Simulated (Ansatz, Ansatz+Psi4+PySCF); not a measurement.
```xyz
8

C     0.0000   -0.7652    0.0000
C     0.0000    0.7652    0.0000
H     1.0184   -1.1637    0.0000
H    -0.5092   -1.1636    0.8820
H    -0.5092   -1.1636   -0.8820
H    -1.0184    1.1637    0.0000
H     0.5092    1.1636    0.8820
H     0.5092    1.1636   -0.8820
```

Basis set: cc-pVTZ (spherical functions). Frozen core: 2 orbitals. Charge 0, multiplicity 1.

Computed with Ansatz (development build ahead of 0.2.0); each method stands on the lowest determinant of its kind that the runs found. Restricted open shells among the atoms or ions are ROHF, correlated in semicanonical orbitals with singles.

The atomization energy at this shape (free ground-state atoms in the same class of orbitals less the molecule, no zero-point energy) of singlet C2H6:

```tsv
method	atomization energy
RHF-MP2	30.32 eV
```

(1) What does RHF give?

Answers

(1) 24.15 eV.
